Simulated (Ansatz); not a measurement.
Species: HF (charge +1, doublet). 
Coordinates optimised at B3LYP-D3(BJ)/def2-TZVP (Ansatz, an electronic-structure program):
```
F
H 1 1.0165
```
Charge +1, spin multiplicity 2.

Question: Give the harmonic wavenumbers at B3LYP-D3(BJ)/def2-TZVP (Ansatz, finite differences of forces, unscaled).

Answer: 2982 cm⁻¹. Zero-point energy 4.3 kcal/mol.

Question: From these and the geometry, give the ideal-gas thermochemistry at 298.15 K and 1 atm (rigid rotor, harmonic oscillator).

Answer: Point group C∞v, rotational symmetry number 1. Rotational constants 511, 511 GHz. S(trans) 34.92, S(rot) 6.95, S(vib) 0.00, S(elec, spin only) 1.38, S 43.3 cal/(mol K). H(298) - H(0) 2.07 kcal/mol; G - E(el) -6.6 kcal/mol.
